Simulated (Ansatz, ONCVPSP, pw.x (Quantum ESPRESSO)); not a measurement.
# platinum (Pt): one change to the ONCV potential, in the atom and in the fcc crystal

ONCVPSP 4.0.1.1 (patched build) input, shortened (lines: element, Z, core and valence counts, functional; n l f; lmax; l rc ep ncon nbas qcut; lloc lpopt rc5 dvloc0; l nproj debl; icmod fcfact rcfact), PBE, scalar-relativistic:

```
  Pt 78.00   10    4        4      upf
    1    0    2.00
    2    0    2.00
    2    1    6.00
    3    0    2.00
    3    1    6.00
    3    2   10.00
    4    0    2.00
    4    1    6.00
    4    2   10.00
    4    3   14.00
    5    0    2.00
    5    1    6.00
    5    2    9.00
    6    0    1.00
    2
    0    1.75    0.00    4    7    7.90
    1    1.60    0.00    3    7    7.30
    2    1.35    0.00    4    8    6.70
    4    5    1.20    0.00
    0    3    2.20
    1    3    3.20
    2    2    1.60
    2    0.25    0.60
```

Change: local potential polynomial inside 1.20 bohr (lpopt 5, dvloc0 4.5 Ha).

Cutoffs, loose and tight: the cutoffs (Ha) at which the residual kinetic energy of the hardest occupied pseudo-wave falls to 1 and 0.1 mHa per electron. They do not see the model core or the augmentation charge, which bear on the density cutoff. Test errors are all-electron minus pseudo excitation energies from the reference, over the configurations 5s2 5p6 5d9 6s0; 5s2 5p6 5d8 6s0; 5s2 5p6 5d7 6s0; 5s2 5p6 5d9.5 6s0.5; variants that change the core or the reference have their own tests.

Crystal test: fcc Pt in pw.x 7.5, no spin, 14³ k-points, Fermi–Dirac smearing 0.01 Ry, cutoffs set for each file from its atomic test. The reference is all-electron LAPW (Ansatz 0.2.0) with the same functional, mesh and smearing; V0 and B0 come from Birch–Murnaghan fits to the pressures at five volumes. Errors are pseudo minus all-electron; Δ is the rms difference of the E(V) curves that follow from these fits, minima aligned, over ±6 % about the mean V0. Mesh and smearing are coarse, so the numbers serve the comparison and aren't converged zero-temperature values; the lattice is a test structure that the element need not adopt.

All-electron: a0 = 3.973 Å (V0 = 15.67 Å³/atom), B0 = 245.3 GPa.

Does the change bring the crystal closer to the all-electron result?

The mean pressure error goes from -2.36 to -1.79 GPa, so the change moves the solid closer to the all-electron pressures.

```
                       quantity       base    changed
                 outcome (atom)  generated  generated
           cutoff, loose (atom)      20 Ha      20 Ha
           cutoff, tight (atom)      24 Ha      24 Ha
            bound ghosts (atom)       none       none
largest test error (meV) (atom)        -11        -11
           cutoffs in pw.x (Ry)     60/240     60/240
                         a0 (Å)      3.960      3.963
                   a0 error (%)      -0.32      -0.24
                   B0 error (%)       +1.3       +1.1
                   Δ (meV/atom)        8.1        6.1
      mean pressure error (GPa)      -2.36      -1.79
```
